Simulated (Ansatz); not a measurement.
```xyz
9

N    -1.305    0.598    0.301
C    -0.474   -0.495    0.378
C     0.789   -0.553   -0.051
F     1.431   -1.743   -0.021
S     1.717    0.814   -0.588
H    -1.985    0.676    1.039
H    -0.833    1.467    0.096
H    -0.920   -1.406    0.765
H     1.580    0.642   -1.919
```

The species carries charge 0 and has multiplicity 1.

List the r2SCAN/def2-TZVPP orbital energies in eV (Ansatz). (An estimate is asked.)

The calculation gave: Occupied: -2409.47, -666.29, -385.91, -275.37, -274.28, -213.88, -157.98, -157.88, -157.72, -31.91, -24.40, -20.65, -18.46, -15.08, -14.16, -12.96, -12.37, -11.44, -10.67, -9.90, -8.99, -8.50, -6.62, -5.18. Lowest empty: -0.69, 0.65, 0.89, 1.19, 1.94, 2.88, 3.52, 5.12.
